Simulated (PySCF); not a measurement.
# CS, singlet: the ladder up to RCCSDT(Q)

Geometry: MP2(full)/6-31G*, from the G2/97 set.

| atom | x (Å) | y (Å) | z (Å) |
| --- | --- | --- | --- |
| C | 0.0000 | 0.0000 | 0.0000 |
| S | 0.0000 | 0.0000 | 1.5447 |

Basis cc-pV(D+d)Z; PySCF 2.14.0. Correlated methods freeze the noble-gas cores, which leaves 10 electrons in 31 orbitals. R marks a restricted (for open shells ROHF) determinant.

Full CI isn't at hand for all of this; RCCSDT(Q) serves as the reference, and is uncertain by the last step of the cluster series or more.

- T1 diagnostic (ROHF- or RHF-based CCSD): 0.0260
- largest doubles amplitude (ROHF- or RHF-based CCSD): 0.100

```tsv
level	E − E(RCCSDT(Q)) (mEh)	share of correlation (%)	wall time
RHF	280.23	0.00	–
RMP2	35.03	87.50	–
RCCSD	16.81	94.00	–
RCCSD(T)	1.90	99.32	0.5 s
RCCSDT	1.11	99.60	–
```

The correlation energy at RCCSDT(Q), counted from RHF, is -7.625 eV. That run took 30 s on 1 thread of Arm Neoverse V1, shared host.

Times are those of the correlated step on a shared host, with one SCF added for the restricted CCSD run; they ran on 1 thread of Arm Neoverse V1.

Atomization energy (electronic, same basis, no zero-point term; atoms at the same level, unrestricted beside the R rows where the molecule is a closed shell; the atoms' step beyond CCSDT comes from their full CI) at RCCSDT(Q): 653.2 kJ/mol. Errors of other levels:

```tsv
level	error (kJ/mol)
RHF	-258.6
RMP2	24.8
RCCSD	-36.0
RCCSD(T)	-2.9
RCCSDT	-2.5
```

This basis is far from its limit, so the value isn't to be set against a measured one.
